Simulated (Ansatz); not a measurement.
# ClH: ladder of methods at one geometry in Python

The task here is to estimate one member of a computed series from the others.

All numbers are computed with the Python package of Ansatz 0.2.0. The levels of theory stand in the script.

## The structure

Bond lengths: Cl1–H2 1.376 Å.

No structure file is read: the coordinates are typed or built in the script.

The first run:

Input file clh.py:

```python
"""ClH at several levels of theory."""

import ansatz

GEOMETRY = """
Cl    0.68780    0.00000    0.00000
H    -0.68780    0.00000    0.00000
"""


def main() -> None:
    system = ansatz.Crystal.molecule()
    for line in GEOMETRY.strip().splitlines():
        symbol, *xyz = line.split()
        system = system.atom(symbol, [float(v) for v in xyz])

    calculation = system.calculation().basis(gaussian="def2-SVP")

    methods = ["mp2", "ccsd", "ccsd_t", "ccsdt_q"]
    reports = [calculation.correlation(m).run().report for m in methods]
    print(f"Hartree-Fock reference {reports[0]['reference_energy_ev'] / 27.211386246:.6f} Ha")
    best = reports[-1]["free_energy_ev"] - reports[-1]["reference_energy_ev"]
    for method, each in zip(methods, reports):
        gained = each["free_energy_ev"] - each["reference_energy_ev"]
        print(f"{method:8s} total {each['free_energy_ev'] / 27.211386246:.6f} Ha  correlation {gained:9.4f} eV  ({100 * gained / best:.1f} % of the last)")


if __name__ == "__main__":
    main()
```

The run is started by

```
$ python clh.py
```

Steps of the session up to this table: Running it.

One table of the session follows, with a row left open; its other results are not shown here.

It belongs to the step «What each run gave». Correlation energies (total less mean field):

```
 method  correlation (eV)
    mp2            -3.961
   ccsd            -4.430
 ccsd_t                 ?
ccsdt_q            -4.507
```

Q: Estimate the row for ccsd_t from the others.

The run gave: correlation (eV): -4.494. In the column «correlation (eV)» it lies between ccsdt_q (-4.507) and ccsd (-4.430).
